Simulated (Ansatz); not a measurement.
System: rutile CrO2. Method: PBE+U in Ansatz (plane waves, PAW).

Settings: plane-wave cutoff 500 eV, 10×10×14 k mesh (along the axes of the cell as run), Fermi–Dirac smearing 0.05 eV, U_eff Cr 3.7 eV, magnetic order afm, spin-polarised with opposed moments, scalar-relativistic PAW data made under PBE.

Cell (relaxed at this level):

```cif
data_Cr2O4
_chemical_formula_sum 'Cr2 O4'
_space_group_name_H-M_alt 'P42/mnm'
_space_group_IT_number 136
_space_group_name_Hall '-P 4n 2n'
_cell_length_a 4.54723
_cell_length_b 4.54723
_cell_length_c 2.93453
_cell_angle_alpha 90.000
_cell_angle_beta 90.000
_cell_angle_gamma 90.000
loop_
_atom_site_label
_atom_site_type_symbol
_atom_site_symmetry_multiplicity
_atom_site_Wyckoff_symbol
_atom_site_fract_x
_atom_site_fract_y
_atom_site_fract_z
_atom_site_occupancy
Cr1 Cr 2 a 0.00000 0.00000 0.00000 1
O1 O 4 f 0.30849 0.30849 0.00000 1
```

Task: Give the computed magnetic moment (largest site, within a sphere).

Result: 
* **magnetic moment (largest site, within a sphere)**: 2.03 μB

Note: the run warned that the count of filled bands differs between k points.

Moments are spin moments.

Computed values are for the static lattice.

Ansatz is a program for electronic structure.
